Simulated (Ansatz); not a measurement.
Born–Oppenheimer molecular dynamics of C₂H₄FN (8 atoms, charge 0, multiplicity 1). It starts from a relaxed structure.

These are results of RKS B3LYP/def2-SVP in Ansatz 0.2.0, not measurements.

```json
{
 "ensemble": "NVT, Langevin thermostat",
 "time step": "0.5 fs",
 "steps asked": "100",
 "set temperature": "1000 K",
 "friction": "0.005 /fs",
 "seed": "256125"
}
```

First frame:

```xyz
8
Properties=species:S:1:pos:R:3
C -0.248 0.734 -0.293
C 0.499 -0.435 0.280
N 0.165 -1.630 0.465
F 1.741 -0.066 0.643
H -1.255 0.447 -0.624
H -0.327 1.531 0.464
H 0.312 1.153 -1.144
H -0.794 -1.792 0.153
```

Task: How far do the bonds stretch over the last three quarters of this one trajectory? (Pairs bonded in most of those frames.)

Result: 
```csv
bond,mean (Å),spread (Å),shortest,longest
C1–C2,1.534,0.062,1.41,1.61
C1–H5,1.105,0.014,1.07,1.13
C1–H6,1.127,0.066,1.01,1.23
C1–H7,1.101,0.021,1.07,1.15
C2–N3,1.259,0.022,1.22,1.29
C2–F4,1.371,0.059,1.29,1.46
N3–H8,1.028,0.026,0.99,1.08
```

Mean temperature of the second half: 883 K. The mean temperature of the second half is 12 % below the set value. A run of 0.05 ps of so small a system gives no equilibrium averages.

Time of the run: 2.8 min on 1 thread of Arm Neoverse V2 (shared host), peak memory 0.12 GiB.
